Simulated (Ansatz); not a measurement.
bcc Mo: properties by level of theory

Reference values: lattice constant a 3.141 Å (measured, static lattice: zero-point anharmonic expansion removed; as tabulated in Mejia-Rodriguez and Trickey (2018), arXiv:1807.09216); bulk modulus 265 GPa (measured, zero-point energy and finite temperature contributions removed, our sources range from 265 to 278; as tabulated in doi:10.1021/acs.jctc.3c00612).

| level (code) | lattice parameter a (Å) | bulk modulus (GPa) |
|---|---|---|
| PBEsol-D3(BJ) (Ansatz) | 3.102 | 297 |
| r²SCAN-D4 (Ansatz) | 3.144 | 275 |
| LC-ωPBE (Ansatz) | 3.123 | 336 |

Differences from the reference values (errors of the level alone only where the reference is corrected to a static lattice):

```tsv
level	lattice constant a (%)	bulk modulus (%)
PBEsol-D3(BJ)	-1.24	+12.1
r²SCAN-D4	+0.10	+3.8
LC-ωPBE	-0.57	+27
```

Nearest: lattice constant a, r²SCAN-D4; bulk modulus, r²SCAN-D4.

Ansatz's density-functional and Hartree–Fock values are scalar-relativistic unless marked +SOC, with PAW data made under PBE.

Differences are worked out from the printed values.

Static lattice: no zero-point or thermal effects.

Ansatz is a program for electronic structure.
